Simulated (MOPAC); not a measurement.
MOPAC input (PM7):

```
PM7 PRECISE GNORM=0.05 LET XYZ GEO-OK AUX(PRECISION=9) THREADS=1
C2H6O

C     0.00475777 1    1.17087239 1   -0.20055261 1
O     0.00676578 1    0.00281714 1    0.58815258 1
C    -0.00924088 1   -1.17273907 1   -0.18916610 1
H     0.01767393 1    2.02306383 1    0.47733101 1
H     0.88820494 1    1.21755678 1   -0.85148048 1
H    -0.89276548 1    1.22829401 1   -0.83104462 1
H    -0.00646616 1   -2.01839712 1    0.49696657 1
H    -0.90742261 1   -1.22555867 1   -0.81912250 1
H     0.87354780 1   -1.23629589 1   -0.83955836 1
```

Problem. What heat of formation does the run end on?

Solution. -45.00 kcal/mol.
